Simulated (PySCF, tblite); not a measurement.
Compound: C3H11P3.
SMILES with atom numbers: `[CH3:1][P:2]([PH2:3])[CH2:4][CH2:5][PH2:6]` (hydrogens: H7, H8, H9 on C1; H10, H11 on P3; H12, H13 on C4; H14, H15 on C5; H16, H17 on P6)

The geometry is computed with GFN2-xTB (gas phase).

(1) Give the optimised bond lengths and angles.

## Answers

(1) 
```json
{"bond": "C1–P2", "length (Å)": "1.854", "order": "single"}
{"bond": "P2–P3", "length (Å)": "2.177", "order": "single"}
{"bond": "P2–C4", "length (Å)": "1.871", "order": "single"}
{"bond": "C4–C5", "length (Å)": "1.521", "order": "single"}
{"bond": "C5–P6", "length (Å)": "1.861", "order": "single"}
{"bond": "C1–H7, C1–H8, C1–H9", "length (Å)": "1.089", "order": "single"}
{"bond": "P3–H10, P3–H11", "length (Å)": "1.392", "order": "single"}
{"bond": "C4–H12, C4–H13", "length (Å)": "1.095", "order": "single"}
{"bond": "C5–H14, C5–H15", "length (Å)": "1.094", "order": "single"}
{"bond": "P6–H16, P6–H17", "length (Å)": "1.395", "order": "single"}
```

Bonds in one row agree within 0.01 Å and their mean is given. Orders are formal, as drawn. A selection of angles:
```json
{"angle": "P2–C1–H7", "degrees": "108.6"}
{"angle": "P2–C1–H9", "degrees": "111.4"}
{"angle": "H7–C1–H8", "degrees": "108.2"}
{"angle": "H7–C1–H9", "degrees": "109.4"}
{"angle": "C1–P2–P3", "degrees": "97.5"}
{"angle": "C1–P2–C4", "degrees": "99.0"}
{"angle": "P3–P2–C4", "degrees": "96.3"}
{"angle": "P2–P3–H10", "degrees": "92.9"}
{"angle": "H10–P3–H11", "degrees": "92.2"}
{"angle": "P2–C4–C5", "degrees": "111.5"}
{"angle": "P2–C4–H12", "degrees": "106.9"}
{"angle": "P2–C4–H13", "degrees": "109.6"}
{"angle": "C5–C4–H12", "degrees": "109.9"}
{"angle": "C5–C4–H13", "degrees": "110.8"}
{"angle": "H12–C4–H13", "degrees": "108.0"}
{"angle": "C4–C5–P6", "degrees": "113.8"}
{"angle": "C4–C5–H14", "degrees": "110.8"}
{"angle": "C4–C5–H15", "degrees": "110.4"}
{"angle": "P6–C5–H14", "degrees": "106.9"}
{"angle": "H14–C5–H15", "degrees": "107.2"}
{"angle": "C5–P6–H16", "degrees": "95.5"}
{"angle": "H16–P6–H17", "degrees": "91.8"}
```

Dihedral angles: C1–P2–C4–C5 -75° (synclinal); P2–C4–C5–P6 -176° (antiperiplanar). The mirror-image conformer, all signs reversed, is as good.

P3 (three-coordinate phosphorus) is pyramidal (angles 92.9°, 92.8° and 92.2°, sum 277.9°, 0.86 Å off the plane of its three neighbours). Of the pairs four or more bonds apart, C1···H14 is among the closest relative to their van der Waals radii: 2.97 Å, 103 % of the sum of Bondi's values. P2 (three-coordinate phosphorus) is pyramidal (angles 99.0°, 97.5° and 96.3°, sum 292.8°, 0.97 Å off the plane of its three neighbours). P6 (phosphine phosphorus) is pyramidal (angles 95.5°, 95.5° and 91.8°, sum 282.7°, 0.81 Å off the plane of its three neighbours).

Point group: C1 (no symmetry element, even within 0.4 Å). Its GFN2-xTB frequencies are all real (lowest 59 cm⁻¹). One conformer, not necessarily the lowest (C1–P2–P3–H 176° and 83°, C1–P2–C4–C5 -75°, P2–C4–C5–P6 -176°, C4–C5–P6–H 48° and -45°). 3 starts were optimised and ended at 0.00, 0.63 and 0.98 kcal/mol (GFN2-xTB); the lowest of these is shown.
